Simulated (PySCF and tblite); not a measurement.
Values are calculated unless marked as measured or tabulated.
C4H5N, numbered as in [CH2:1]=[CH:2][CH2:3][C:4]#[N:5].

Conformers came from 90 starts (ETKDG and KDG, MMFF94s, GFN2-xTB); geometries are PBE0-D3(BJ)/def2-SVP. Free energies are PBE0-D3(BJ)/def2-TZVP single points with GFN2-xTB rigid-rotor and vibrational terms (modes under about 100 cm⁻¹ blended into free rotors). Symmetry numbers and mirror images are counted. Conformers within 4 kcal/mol (GFN2-xTB free energy) were kept, 5 at most. (PySCF 2.14, tblite 0.8.)

Torsions listed: C1–C2–C3–C4. Of a mirror pair one member is shown.

```csv
conformer,shape,symmetry
1,123°,C1 (pair)
2,0°,Cs
```

Question: Which of these conformers is the most populated at 298.15 K, and with what share?

Answer: Conformer 2, about 71 %.

Question: Give the DFT energies and free energies relative to the lowest, and all weights.

Answer: 
```json
{"conformer": "1", "shape": "123°", "E(DFT) kcal/mol": "0.80", "G(298.15 K) kcal/mol": "0.53", "weight %": "29.2"}
{"conformer": "2", "shape": "0°", "E(DFT) kcal/mol": "0.00", "G(298.15 K) kcal/mol": "0.00", "weight %": "70.8"}
```

Question: How does its share change from 150 K to 400 K?

Answer: From 91 % to 63 %; the mixing entropy goes from 0.72 to 1.83 cal/(mol K).
